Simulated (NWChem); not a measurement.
All runs are NWChem calculations. System: ozone (O3), charge 0, spin multiplicity 1, optimised in this run. Level: PBE0/def2-SVP.

Job file:

```
start mol
memory heap 200 mb stack 800 mb global 1000 mb
geometry units angstroms
  O     -1.072566     0.000000     0.204908
  O      0.000000     0.000000    -0.409815
  O      1.072566     0.000000     0.204908
  symmetry group C2v
end
basis spherical
  * library def2-svp
end
dft
  xc pbe0
  semidirect memsize 60000000 filesize 0
  iterations 100
end
driver
  maxiter 80
end
task dft optimize
task dft freq
```

Output (cleaned and shortened):

```
             Northwest Computational Chemistry Package (NWChem) 7.3.0
             --------------------------------------------------------

                                NWChem Input Module
                                -------------------

 Scaling coordinates for geometry "geometry" by  1.889725989
 (inverse scale =  0.529177249)

 Turning off AUTOSYM since
 SYMMETRY directive was detected!

          ------
          auto-z
          ------

                             Geometry "geometry" -> ""
                             -------------------------

 Output coordinates in angstroms (scale by  1.889725989 to convert to a.u.)

  No.       Tag          Charge          X              Y              Z
 ---- ---------------- ---------- -------------- -------------- --------------
    1 O                    8.0000    -1.07256600     0.00000000     0.20490767
    2 O                    8.0000     0.00000000     0.00000000    -0.40981533
    3 O                    8.0000     1.07256600     0.00000000     0.20490767

 Effective nuclear repulsion energy (a.u.)      70.5790164655

            Nuclear Dipole moment (a.u.)
            ----------------------------
        X                 Y               Z
 ---------------- ---------------- ----------------
     0.0000000000     0.0000000000     0.0000000000

      Symmetry information
      --------------------

 Group name             C2v
 Group number             16
 Group order               4
 No. of unique centers     2

      Symmetry unique atoms

     1    2


 Summary of "ao basis" -> "" (spherical)
 ------------------------------------------------------------------------------
       Tag                 Description            Shells   Functions and Types
 ---------------- ------------------------------  ------  ---------------------
 *                          def2-svp                  on all atoms

                           NWChem Geometry Optimization
                           ----------------------------

 maximum gradient threshold         (gmax) =   0.000450
 rms gradient threshold             (grms) =   0.000300
 maximum cartesian step threshold   (xmax) =   0.001800
 rms cartesian step threshold       (xrms) =   0.001200
 fixed trust radius                (trust) =   0.300000
 maximum step size to saddle      (sadstp) =   0.100000
 energy precision                  (eprec) =   5.0D-06
 maximum number of steps          (nptopt) =   80
 initial hessian option           (inhess) =    0
 line search option               (linopt) =    1
 hessian update option            (modupd) =    1
 saddle point option              (modsad) =    0
 initial eigen-mode to follow     (moddir) =    0
 initial variable to follow       (vardir) =    0
 follow first negative mode     (firstneg) =    T
 apply conjugacy                    (opcg) =    F
 source of zmatrix                         =   autoz

          -------------------
          Energy Minimization
          -------------------

 Names of Z-matrix variables
    1              2              3

 Variables with the same non-blank name are constrained to be equal

 Using diagonal initial Hessian
 Scaling for Hessian diagonals: bonds = 1.00  angles = 0.25  torsions = 0.10

          --------
          Step   0
          --------

                         Geometry "geometry" -> "geometry"
                         ---------------------------------

 Output coordinates in angstroms (scale by  1.889725989 to convert to a.u.)

  No.       Tag          Charge          X              Y              Z
 ---- ---------------- ---------- -------------- -------------- --------------
    1 O                    8.0000    -1.07256600     0.00000000     0.20490767
    2 O                    8.0000     0.00000000     0.00000000    -0.40981533
    3 O                    8.0000     1.07256600     0.00000000     0.20490767

 Effective nuclear repulsion energy (a.u.)      70.5790164655

            Nuclear Dipole moment (a.u.)
            ----------------------------
        X                 Y               Z
 ---------------- ---------------- ----------------
     0.0000000000     0.0000000000     0.0000000000

      Symmetry information
      --------------------

 Group name             C2v
 Group number             16
 Group order               4
 No. of unique centers     2

      Symmetry unique atoms

     1    2

                                 NWChem DFT Module
                                 -----------------

 Summary of "ao basis" -> "ao basis" (spherical)
 ------------------------------------------------------------------------------
       Tag                 Description            Shells   Functions and Types
 ---------------- ------------------------------  ------  ---------------------
 O                          def2-svp                 6       14   3s2p1d

 Summary of "ao basis" -> "ao basis" (spherical)
 ------------------------------------------------------------------------------
       Tag                 Description            Shells   Functions and Types
 ---------------- ------------------------------  ------  ---------------------
 O                          def2-svp                 6       14   3s2p1d

      Symmetry analysis of basis
      --------------------------

        a1         17
        a2          5
        b1         13
        b2          7

            General Information
            -------------------
          SCF calculation type: DFT
          Wavefunction type:  closed shell.
          No. of atoms     :     3
          No. of electrons :    24
           Alpha electrons :    12
[...]
     5     45    4.27D-04       9.5
     6     54    1.69D-05      10.3

 HESSIAN: the CPHF contributions are done

 Derivative Dipole

 X vector of derivative dipole (au) [debye/angstrom]
 d_dipole_x/<atom=   1,x> =    -0.7081     [   -3.4010]
 d_dipole_x/<atom=   1,y> =    -0.0000     [   -0.0000]
 d_dipole_x/<atom=   1,z> =     0.3569     [    1.7144]
 d_dipole_x/<atom=   2,x> =     1.4161     [    6.8020]
 d_dipole_x/<atom=   2,y> =     0.0000     [    0.0000]
 d_dipole_x/<atom=   2,z> =    -0.0000     [   -0.0000]
 d_dipole_x/<atom=   3,x> =    -0.7081     [   -3.4010]
 d_dipole_x/<atom=   3,y> =    -0.0000     [   -0.0000]
 d_dipole_x/<atom=   3,z> =    -0.3569     [   -1.7144]

 Y vector of derivative dipole (au) [debye/angstrom]
 d_dipole_y/<atom=   1,x> =     0.0000     [    0.0000]
 d_dipole_y/<atom=   1,y> =    -0.1077     [   -0.5174]
 d_dipole_y/<atom=   1,z> =    -0.0000     [   -0.0000]
 d_dipole_y/<atom=   2,x> =    -0.0000     [   -0.0000]
 d_dipole_y/<atom=   2,y> =     0.2154     [    1.0347]
 d_dipole_y/<atom=   2,z> =     0.0000     [    0.0000]
 d_dipole_y/<atom=   3,x> =    -0.0000     [   -0.0000]
 d_dipole_y/<atom=   3,y> =    -0.1077     [   -0.5174]
 d_dipole_y/<atom=   3,z> =    -0.0000     [   -0.0000]

 Z vector of derivative dipole (au) [debye/angstrom]
 d_dipole_z/<atom=   1,x> =    -0.2265     [   -1.0879]
 d_dipole_z/<atom=   1,y> =     0.0000     [    0.0000]
 d_dipole_z/<atom=   1,z> =    -0.1341     [   -0.6440]
 d_dipole_z/<atom=   2,x> =    -0.0000     [   -0.0000]
 d_dipole_z/<atom=   2,y> =    -0.0000     [   -0.0000]
 d_dipole_z/<atom=   2,z> =     0.2682     [    1.2880]
 d_dipole_z/<atom=   3,x> =     0.2265     [    1.0879]
 d_dipole_z/<atom=   3,y> =     0.0000     [    0.0000]
 d_dipole_z/<atom=   3,z> =    -0.1341     [   -0.6440]

 HESSIAN: the Hessian is done

  Vibrational analysis via the FX method

  See chapter 2 in "Molecular Vibrations" by Wilson, Decius and Cross

  Vib: Default input used

 ---------------------------- Atom information ----------------------------
     atom    #        X              Y              Z            mass
 --------------------------------------------------------------------------
    O        1 -2.0043696D+00  0.0000000D+00  3.9721627D-01  1.5994910D+01
    O        2  0.0000000D+00  0.0000000D+00 -7.9443255D-01  1.5994910D+01
    O        3  2.0043696D+00  0.0000000D+00  3.9721627D-01  1.5994910D+01
 --------------------------------------------------------------------------

          ----------------------------------------------------
          MASS-WEIGHTED NUCLEAR HESSIAN (Hartree/Bohr/Bohr/Kamu)
          ----------------------------------------------------

               1            2            3            4            5            6            7            8            9
   ----- ----- ----- ----- -----
    1    2.97078D+01
    2    1.70985D-06 -6.49053D-04
    3   -1.22405D+01  9.24023D-07  1.26929D+01
    4   -2.06733D+01  3.43505D-07  1.22910D+01  4.13464D+01
    5   -2.20167D-06  2.63763D-04 -1.78625D-06  1.78533D-05 -6.41554D-04
    6    1.21900D+01 -2.06171D-07 -1.80791D+01 -1.65509D-05  2.15095D-05  3.61583D+01
    7   -9.03452D+00 -5.33012D-07 -5.05303D-02 -2.06733D+01  1.19885D-06 -1.21900D+01  2.97078D+01
    8    1.28950D-06  2.96211D-04  9.21243D-07 -4.20038D-07  2.63496D-04 -2.04769D-06 -7.19108D-07 -6.49000D-04
    9    5.04981D-02  2.06172D-08  5.38634D+00 -1.22910D+01  1.44229D-08 -1.80792D+01  1.22405D+01 -7.75195D-10  1.26929D+01


 ----------------------------------------------------------------------------
 Normal Eigenvalue ||         Derivative Dipole Moments (debye/angs)
  Mode   [cm**-1]  ||      [d/dqX]             [d/dqY]           [d/dqZ]
 ------ ---------- || ------------------ ------------------ -----------------
    1       -4.998 ||       0.000               0.001             0.000
    2       -4.871 ||       0.014              -0.314             0.000
    3       -4.752 ||       0.102               0.045            -0.000
    4       -1.618 ||      -0.002               0.005             0.000
    5       -1.404 ||       0.005              -0.001             0.000
    6        0.733 ||      -0.001               0.003             0.000
    7      796.354 ||       0.000               0.000             0.541
    8     1350.101 ||      -0.000              -0.000            -0.103
    9     1353.493 ||       2.167              -0.000            -0.000
 ----------------------------------------------------------------------------

 ----------------------------------------------------------------------------
 Normal Eigenvalue ||                 Infra Red Intensities
  Mode   [cm**-1]  || [atomic units] [(debye/angs)**2] [(KM/mol)] [arbitrary]
 ------ ---------- || -------------- ----------------- ---------- -----------
    1       -4.998 ||    0.000000           0.000         0.000       0.000
    2       -4.871 ||    0.004273           0.099         4.166       1.736
    3       -4.752 ||    0.000534           0.012         0.521       0.217
    4       -1.618 ||    0.000001           0.000         0.001       0.001
    5       -1.404 ||    0.000001           0.000         0.001       0.000
    6        0.733 ||    0.000000           0.000         0.000       0.000
    7      796.354 ||    0.012696           0.293        12.377       5.159
    8     1350.101 ||    0.000461           0.011         0.450       0.187
    9     1353.493 ||    0.203542           4.696       198.423      82.700
 ----------------------------------------------------------------------------

        Vibrational analysis via the FX method
  --- with translations and rotations projected out ---
  --- via the Eckart algorithm                      ---
 Projected Nuclear Hessian trans-rot subspace norm:5.0074D-33
                         (should be close to zero!)

          --------------------------------------------------------
          MASS-WEIGHTED PROJECTED HESSIAN (Hartree/Bohr/Bohr/Kamu)
          --------------------------------------------------------

               1            2            3            4            5            6            7            8            9
   ----- ----- ----- ----- -----
    1    2.97078D+01
    2    1.34460D-21  0.00000D+00
    3   -1.22404D+01  8.27444D-22  1.26932D+01
    4   -2.06733D+01 -2.01689D-21  1.22908D+01  4.13466D+01
    5   -1.65489D-21  0.00000D+00  0.00000D+00  2.48233D-21  0.00000D+00
    6    1.21900D+01 -2.84434D-21 -1.80792D+01 -2.24049D-05  3.30978D-21  3.61583D+01
    7   -9.03451D+00  6.20583D-22 -5.04176D-02 -2.06733D+01  0.00000D+00 -1.21900D+01  2.97078D+01
    8    1.16359D-21  0.00000D+00  7.24013D-22 -1.83589D-21  5.29564D-20 -2.58576D-21  6.46441D-22  0.00000D+00
    9    5.04051D-02  1.98457D-21  5.38597D+00 -1.22908D+01 -1.80680D-21 -1.80791D+01  1.22404D+01  1.92266D-21  1.26932D+01

 center of mass
 --------------
 x =   0.00000000 y =   0.00000000 z =   0.00000000

 moments of inertia (a.u.)
 ------------------
          15.142135134758           0.000000000000           0.000000000000
           0.000000000000         143.661156554982           0.000000000000
           0.000000000000           0.000000000000         128.519021420223

 Rotational Constants
 --------------------
 A=   3.975673 cm-1  (  5.719979 K)
 B=   0.468415 cm-1  (  0.673929 K)
 C=   0.419043 cm-1  (  0.602896 K)

 Temperature                      =   298.15K
 frequency scaling parameter      =   1.0000

 Zero-Point correction to Energy  =    5.001 kcal/mol  (  0.007970 au)
 Thermal correction to Energy     =    6.839 kcal/mol  (  0.010898 au)
 Thermal correction to Enthalpy   =    7.431 kcal/mol  (  0.011842 au)

 Total Entropy                    =   56.645 cal/mol-K
   - Translational                =   37.512 cal/mol-K (mol. weight =  47.9847)
   - Rotational                   =   18.878 cal/mol-K (symmetry #  =        2)
   - Vibrational                  =    0.254 cal/mol-K

 Cv (constant volume heat capacity) =    6.864 cal/mol-K
   - Translational                  =    2.979 cal/mol-K
   - Rotational                     =    2.979 cal/mol-K
   - Vibrational                    =    0.906 cal/mol-K


 ----------------------------------------------------------------------------
 Normal Eigenvalue ||    Projected Derivative Dipole Moments (debye/angs)
  Mode   [cm**-1]  ||      [d/dqX]             [d/dqY]           [d/dqZ]
 ------ ---------- || ------------------ ------------------ -----------------
    1        0.000 ||      -0.000              -0.129             0.000
    2        0.000 ||       0.000               0.259            -0.000
    3        0.000 ||      -0.000              -0.129             0.000
    4        0.000 ||      -0.019               0.000             0.000
    5        0.000 ||      -0.068               0.000             0.000
    6        0.000 ||       0.075              -0.000             0.000
    7      796.354 ||       0.000              -0.000             0.541
    8     1350.101 ||      -0.000              -0.000            -0.103
    9     1353.493 ||       2.167              -0.000            -0.000
 ----------------------------------------------------------------------------

 ----------------------------------------------------------------------------
 Normal Eigenvalue ||           Projected Infra Red Intensities
  Mode   [cm**-1]  || [atomic units] [(debye/angs)**2] [(KM/mol)] [arbitrary]
 ------ ---------- || -------------- ----------------- ---------- -----------
    1        0.000 ||    0.000725           0.017         0.707       0.295
    2        0.000 ||    0.002901           0.067         2.828       1.179
    3        0.000 ||    0.000725           0.017         0.707       0.295
    4        0.000 ||    0.000016           0.000         0.015       0.006
    5        0.000 ||    0.000202           0.005         0.197       0.082
    6        0.000 ||    0.000241           0.006         0.235       0.098
    7      796.354 ||    0.012696           0.293        12.377       5.159
    8     1350.101 ||    0.000461           0.011         0.450       0.187
    9     1353.493 ||    0.203542           4.696       198.423      82.700
 ----------------------------------------------------------------------------

 Task  times  cpu:        8.8s     wall:        8.8s

 Total times  cpu:       10.3s     wall:       10.3s
```
